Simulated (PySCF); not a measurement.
# H6SSi2: core ionisation energies

(H3Si)2S.
Z-matrix (Å and degrees, PBE0-D3(BJ)/def2-SVP geometry), rows numbered from 1:
```
Si
H   1  1.4936
H   1  1.4937  2  108.59
H   1  1.4894  2  110.02  3   120.52
S   1  2.1499  2  111.12  3  -122.32
Si  5  2.1505  1   99.11  2    61.65
H   6  1.4936  5  111.02  1    60.26
H   6  1.4937  5  111.07  1   -60.64
H   6  1.4895  5  106.12  1   179.82
```

Theory: delta-SCF UKS SCAN, pcX-2 on the ionised atom, pcseg-1 elsewhere, spin-free X2C (PySCF). Each binding energy is the total energy of the core-ionised species, with the hole localised on one atom, minus that of the ground state; both are solved self-consistently, so orbital relaxation is included.

Question: What binding energy does each computed site have?

Answer: 
```csv
atom(s),environment,level,binding energy (eV),2p1/2 (eV),count
Si1/Si6,silicon bonded to S and 3 H,Si 2p3/2,107.40,108.02,2
Si1/Si6,silicon bonded to S and 3 H,Si 1s,1847.21,–,2
S5,sulfur bonded to 2 Si,S 1s,2476.62,–,1
```

Question: Give the binding energy of Si 1s of Si1/Si6 in hartree and in kJ/mol.

Answer: 1847.21 eV = 67.8837 Eh = 178229 kJ/mol.

Question: Which photon energy gives electrons from Si 1s of Si1/Si6 a kinetic energy of 200 eV, and what is their de Broglie wavelength?

Answer: hν = 1847.21 + 200 = 2047.21 eV, recoil neglected; λ = 12.264 Å/√(E/eV) = 0.87 Å.

Atoms equivalent by their bonding share one computed value, that of the first of them. Not every level is listed. The 2p values aren't plain energy differences: one relaxed spin-free 2p hole is combined with a matrix within the shell (ground-state 2p orbital-energy differences and spin–orbit coupling). 2p3/2, the mean of its two sublevels, lies a third of the splitting below the shell's mean and 2p1/2 two thirds above it; the statistical areas are 2:1. 2p1/2 minus 2p3/2 (ligand field included): Si 0.62 eV. Isolated species at its PBE0-D3(BJ)/def2-SVP geometry, gas phase.

On an Arm Neoverse V1 with one thread (shared host), this took 12 s wall.
